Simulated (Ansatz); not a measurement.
Ansatz (a first-principles code) input (B3LYP-D3(BJ)/def2-TZVP):

Ansatz 0.2 input:
```yaml
crystal:
  periodic: [false, false, false]
  atoms:
    - {symbol: S, position_ang: [-0.00700318, 0.85850003, -0.68186778]}
    - {symbol: O, position_ang: [-0.01561077, 2.06249941, 0.14685309]}
    - {symbol: C, position_ang: [1.35757051, -0.20204064, -0.01917873]}
    - {symbol: C, position_ang: [-1.36389046, -0.21658399, -0.02707070]}
    - {symbol: H, position_ang: [1.25276555, -0.29786866, 1.05557075]}
    - {symbol: H, position_ang: [-2.30673025, 0.26402126, -0.26682295]}
    - {symbol: H, position_ang: [1.31386734, -1.16950533, -0.50537335]}
    - {symbol: H, position_ang: [2.29648665, 0.28951270, -0.25195562]}
    - {symbol: H, position_ang: [-1.30580334, -1.18404348, -0.51181675]}
    - {symbol: H, position_ang: [-1.26531781, -0.31018509, 1.04854830]}
basis:
  gaussian:
    orbitals: def2-TZVP
hamiltonian:
  xc: b3lyp
  dispersion: d3bj
relax: {f_tol: 0.002, max_steps: 150}
```

End of the output:

```
mean field -15056.29426795 eV, -553.3086088244 hartree, gradient 8.3e-6 eV, S^2 0.000000; 1 other end points of the search recorded, 0 dependent functions left out
the calculation of the forces begins
reference -15056.29451966 eV, -553.3086180746 hartree; 21, 21 occupied and 145, 145 virtual orbitals, 1046 factors
Total energy: -15056.64321316 eV, -553.3214323244 hartree
Atom 0 at    -0.006775     0.822024    -0.660781 Å, force     0.000023    -0.000649     0.000169 eV/Å
Atom 1 at    -0.015965     2.069507     0.151336 Å, force    -0.000034     0.001115    -0.000611 eV/Å
Atom 2 at     1.349993    -0.204059    -0.022378 Å, force     0.001773    -0.001812     0.000393 eV/Å
Atom 3 at    -1.356193    -0.218684    -0.030526 Å, force    -0.001727    -0.001846     0.000404 eV/Å
Atom 4 at     1.245904    -0.296615     1.058644 Å, force    -0.000518     0.000037     0.000176 eV/Å
Atom 5 at    -2.285140     0.292020    -0.277513 Å, force     0.000274     0.000834     0.000040 eV/Å
Atom 6 at     1.336459    -1.181171    -0.505869 Å, force    -0.000675     0.000749    -0.000360 eV/Å
Atom 7 at     2.274804     0.316841    -0.263523 Å, force    -0.000265     0.000801     0.000013 eV/Å
Atom 8 at    -1.328994    -1.195696    -0.513646 Å, force     0.000648     0.000777    -0.000386 eV/Å
Atom 9 at    -1.257760    -0.309862     1.051144 Å, force     0.000502    -0.000006     0.000163 eV/Å
Dipole moment:     0.004729    -0.814782    -0.107255 e Å
```
